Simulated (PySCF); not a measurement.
C3H5FO.
Numbering: `[F:1][C@H:2]1[CH2:3][CH2:4][O:5]1` (hydrogens: H6 on C2; H7, H8 on C3; H9, H10 on C4)

Computed, not measured: PBE0-D3(BJ)/def2-SVP geometry optimisation, gas phase in PySCF 2.14.0.

Q: List the bond lengths, angles and torsions at this level.

A: 
| bond | length (bohr) |
| --- | --- |
| F1–C2 | 2.573 |
| C2–C3 | 2.884 |
| C3–C4 | 2.895 |
| C4–O5 | 2.706 |
| C2–O5 | 2.634 |
| C2–H6 | 2.088 |
| C3–H7 | 2.074 |
| C3–H8 | 2.074 |
| C4–H9 | 2.082 |
| C4–H10 | 2.084 |

A selection of angles:
| angle | degrees |
| --- | --- |
| F1–C2–C3 | 113.5 |
| F1–C2–O5 | 111.7 |
| F1–C2–H6 | 106.8 |
| C3–C2–O5 | 92.7 |
| C3–C2–H6 | 119.1 |
| O5–C2–H6 | 112.7 |
| C2–C3–C4 | 83.8 |
| C2–C3–H7 | 115.5 |
| C2–C3–H8 | 112.9 |
| C4–C3–H7 | 116.0 |
| C4–C3–H8 | 116.3 |
| H7–C3–H8 | 110.2 |
| C3–C4–O5 | 90.9 |
| C3–C4–H9 | 115.8 |
| C3–C4–H10 | 116.2 |
| O5–C4–H9 | 111.7 |
| O5–C4–H10 | 112.2 |
| H9–C4–H10 | 109.0 |
| C2–O5–C4 | 92.5 |

Dihedral angles: F1–C2–C3–C4 113° (anticlinal); C2–C3–C4–O5 2° (synperiplanar); C3–C4–O5–C2 -2° (synperiplanar); F1–C2–O5–C4 -115° (anticlinal).

The 4-membered ring C2–C3–C4–O5 has internal angles of 83.8° to 92.7°; it is almost planar, 0.01 Å rms from its mean plane, widest ring torsion 2°. The C–O distances run from 1.394 Å (C2–O5, drawn single) to 1.432 Å (C4–O5, drawn single), a spread of 0.038 Å. O5 (cyclic ether oxygen) is bent (angle 92.5°).

Point group: C1 (no symmetry element, even within 0.4 Å). PBE0-D3(BJ)/def2-SVP frequencies: not computed here.
